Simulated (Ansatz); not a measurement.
Coupled-cluster diagnostics for (H3Si)2CH2 (CH₈Si₂), Ansatz.

Geometry of the singlet (PBE-D4/def2-SVP):

Cartesian coordinates in Å:
```
C -0.767 -0.096 0.124
Si 0.546 -0.599 1.392
Si -0.074 0.659 -1.469
H -0.087 -1.162 2.637
H 1.378 0.594 1.779
H 1.458 -1.644 0.806
H 0.689 1.918 -1.155
H 0.864 -0.311 -2.137
H -1.178 0.998 -2.435
H -1.458 0.636 0.594
H -1.371 -0.992 -0.137
```

Correlated methods freeze 11 core orbitals. Another isomer (singlet) lies 0.07 eV lower at PBE0-D4/def2-TZVP; other spin states weren't run for this one.

Task: Estimate the CCSD(T) correlation energy, the shares of MP2 and (T), T1 and the reference's ⟨S²⟩ for: charge 0, singlet, own geometry in def2-TZVPP; and the rough time on 2 threads of Arm Neoverse N1 on a shared host.

Result: 
```csv
state,basis,correlation (eV),MP2 share (%),(T) share (%),T1,⟨S²⟩ (pure),wall time
"charge 0, singlet, own geometry",def2-TZVPP,-14.050,85.5,3.3,0.011,0.00 (0.00),2 min
```
Customary marks for T1 are 0.02 (closed shells), 0.045 (open shells) and about 0.05 (3d metals). T1 stays under 0.02 throughout.
